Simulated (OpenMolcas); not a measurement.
## CH5AlO (SMILES [CH3][AlH][OH]): the vertical ionisation energy from total energies

CH5AlO has 8 atoms, charge 0, and is taken as a singlet. As SMILES, `[CH3][AlH][OH]`. The coordinates come from a PBE0-D4/def2-TZVP relaxation. This is one conformer, not always the lowest.

Both states at this one shape; open shells run unrestricted unless said. 1 Eh = 27.2114 eV.

```
           level     program  singlet CH5AlO (Eh)  doublet CH5AlO+ (Eh)  HOMO of the first (eV)
BLYP/aug-cc-pVDZ  OpenMolcas          -358.788503           -358.427348                   -6.62
PBE0/aug-cc-pVDZ  OpenMolcas          -358.583004           -358.206133                   -8.00
```

Task: Work out the vertical ionisation energy at each level.

Result: 
1. BLYP/aug-cc-pVDZ: -358.427348 − (-358.788503) = 0.361155 Eh = 9.83 eV; −ε(HOMO) = 6.62 eV.
2. PBE0/aug-cc-pVDZ: -358.206133 − (-358.583004) = 0.376871 Eh = 10.26 eV; −ε(HOMO) = 8.00 eV.

No measured value is set beside it here; the levels span 9.83 to 10.26 eV. In semi-local functionals −ε(HOMO) lies far under the ionisation energy, a result of self-interaction.
